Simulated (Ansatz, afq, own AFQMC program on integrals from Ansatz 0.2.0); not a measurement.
Integrals from Ansatz 0.2.0, then the random walk in our own AFQMC program (afq).

```yaml
crystal:
  periodic: [false, false, false]
  atoms:
    - {symbol: B, position_ang: [0.000000, -0.380732, 2.150191]}
    - {symbol: B, position_ang: [0.000000, 0.405618, 0.780388]}
    - {symbol: Si, position_ang: [0.000000, -0.067455, -1.159082]}
    - {symbol: H, position_ang: [0.000000, 1.612658, 0.864045]}
basis:
  gaussian: {orbitals: cc-pVDZ}
magnetization: {spin_polarized: true, initial_magnetization: 3}
correlation: {method: ccsd_t, electrons: outside_noble_gas, hamiltonian_folder: ham}
```

```sh
$ ansatz run in.yaml --threads 1 --pin off --events-out ev --progress --plain --max-ram 1382MiB
```

Options of the walk:

```
--method phaseless --trial cisd --walkers 60 --populations 1 --least-time 40 --time-step 0.005 --steps-per-block 50 --equilibration-blocks 28 --max-blocks 300 --target-error 0.0004 --factor-cut 1e-05 --start spin_pure --seed 7403 --release-times 0.24,0.51,0.99,1.62,2.4 --release-step 0.03 --release-every 4 --taylor-order 6
```

Times are imaginary, in 1/Eh. The walk had a cap of 2083 s.

Log:

```
orbitals 44  electrons 7 4  factors 349 of 493
reference energy -338.67832032 Eh
CCSD correlation -0.21579172 Eh in 18 cycles, weight of the determinant in the CISD state 0.8199
energy of the start -338.890803 Eh
 block  time / (1/Eh)  mean weight  energy / Eh
     1     0.250  1.0014  -338.888935
     2     0.500  0.9998  -338.890081
     3     0.750  1.0000  -338.894018
     4     1.000  0.9996  -338.899322
     5     1.250  0.9994  -338.894547
     8     2.000  1.0017  -338.902934
    17     4.250  0.9995  -338.910495
    41    10.250  0.9984  -338.915035
    65    16.250  1.0005  -338.903773
    89    22.250  1.0000  -338.897935
   113    28.250  1.0002  -338.905812
   137    34.250  1.0030  -338.902114
   145    36.250  1.0002  -338.894188
   161    40.250  1.0000  -338.896775
   185    46.250  0.9987  -338.909800
   209    52.250  0.9989  -338.910266
   233    58.250  0.9998  -338.909820
   257    64.250  0.9985  -338.901586
   281    70.250  0.9994  -338.911281
   305    76.250  1.0003  -338.902063
   321    80.250  1.0006  -338.905901
blocks merged  error / Eh  count
     1  0.000303  300
     2  0.000359  150
     4  0.000426  75
     8  0.000424  37
    16  0.000500  18
    32  0.000567  9
released: time / (1/Eh)  energy / Eh  error  mean overlap
  0.24  -338.905550  0.000508  0.9964
  0.51  -338.905738  0.000531  0.9939
  0.99  -338.906651  0.000615  0.9820
  1.62  -338.907068  0.000671  0.9552
  2.40  -338.907509  0.000774  0.9446
energy -338.905752 +/- 0.000500 Eh
(rows thinned)
```

The run passed its tests (sampling time, drift between the halves within three errors, error under three times the target), which doesn't prove that it has relaxed. The second half of the sampling lies below the first by 1.6 errors of their difference, so the energy may still be moving and its error bar be too small.

Against this walk (error 13.6 meV) on the same determinant: CCSD(T) 82.5 meV higher, CCSDT(Q) 0.2 meV lower (within the noise). The error is statistical and leaves out the bias of the constraint. None of these is a sure reference here. The released energies are still falling (meV from the phaseless value at times in 1/Eh: 5 ± 14 at 0.24, 0 ± 14 at 0.51, -24 ± 17 at 0.99, -36 ± 18 at 1.62, -48 ± 21 at 2.40), so they give no level.

Cautions: constraint bias not in the error; error above the target (13.6 against 10.9 meV); lower spins were not checked; higher spins were not checked; raised T1 diagnostic (T1 0.044, weight of the determinant 0.82, largest double 0.07); unrestricted determinant slightly spin contaminated (⟨S²⟩ 3.80 against 3.75); the bias of populations of 60 walkers isn't removed.

The walk took 5.2 min on 1 thread of AMD EPYC 9R45 96-Core Processor (Zen 5), with other jobs on the host. The log's last line is the phaseless energy.

CCSDT and higher add their correlation energy to the determinant of the CCSD(T) run, since their own runs factorise the integrals more tightly (a shift of under 2 meV). A walk keeps the symmetry of its determinant, which the program's search chose and which needn't be the lowest solution, so a lower state of the same spin and another symmetry isn't excluded.
